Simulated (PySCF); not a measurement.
# Working out the electron affinity of Cl

Cl⁻ [Ar] (1S) → Cl [Ne] 3s2 3p5 (2P). Computed with PySCF 2.14 in x2c-TZVPPall with one added diffuse shell each of s, p, d type (6s6p4d1f, 51 functions), with scalar relativity by spin-free X2C-1e. Frozen: 1s2. Energies in hartree (1 hartree = 27.21139 eV):

```tsv
part	Cl⁻ (lower)	Cl (upper)
UHF	-460.975401	-460.888270
MP2 opposite-spin	-0.265578	-0.235534
MP2 same-spin	-0.103173	-0.088499
```

**Question.** What does Hartree-Fock give?

**Answer.** (-460.888270) − (-460.975401) = 0.087131 hartree = 2.371 eV.

**Question.** What do MP2 and SCS-MP2 (6/5 opposite-spin, 1/3 same-spin) give?

**Answer.** The opposite-spin parts differ by 0.818 eV and the same-spin parts by 0.399 eV. MP2: 2.371 + (0.818) + (0.399) = 3.588 eV. SCS-MP2: 2.371 + 1.2 × (0.818) + (0.399)/3 = 3.486 eV.

A first-order spin-orbit estimate adds -0.036 eV to MP2 (valence and next inner shell), giving 3.552 eV against 3.613 eV (measured; photodetachment measurements, as compiled on the Wikipedia data page of electron affinities).

What remains against the reference includes basis incompleteness, the frozen core and correlation beyond second order.
